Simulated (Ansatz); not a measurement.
Species, as SMILES: OO (H2O2).
Atoms: O1, O2, H3, H4. Bonds: O1-O2, O1-H3, O2-H4.

How fast the highest harmonic wavenumber converges with the basis for several methods (Ansatz, a program for electronic structure): deviation from each method's own reference, in cm⁻¹. References: HF 4141 cm⁻¹, the value in aug-pcseg-2; PBE 3647 cm⁻¹, the value in aug-pcseg-2; PBE0 3825 cm⁻¹, the value in aug-pcseg-2. Cartesian d functions, on some or all atoms, in 6-31G*, 6-31G**; all else is spherical. No added dispersion term, no relativity. Each level at its own minimum, unscaled; the references are large sets that could be run, not limits.

```
basis              functions    HF  PBE  PBE0
-----------------  ---------  ----  ---  ----
STO-3G                    12     7    …  -134
def2-SV(P)                32  -128    …  -138
6-31G*                    34   -49    …   -51
cc-pVDZ                   38   -24    …   -45
6-31G**                   40    13    …     6
6-311+G**                 56     4    …    10
pcseg-2                   88     1    …     3
6-311++G(3df,3pd)        114    -4    …     1
```

Task: What belongs in the gaps?

Result: 
- STO-3G, PBE: -213
- def2-SV(P), PBE: -146
- 6-31G*, PBE: -59
- cc-pVDZ, PBE: -61
- 6-31G**, PBE: -2
- 6-311+G**, PBE: 12
- pcseg-2, PBE: 4
- 6-311++G(3df,3pd), PBE: 6

Mean absolute deviation over 6-311+G**, pcseg-2, 6-311++G(3df,3pd): HF 3, PBE0 5, PBE 7 cm⁻¹.
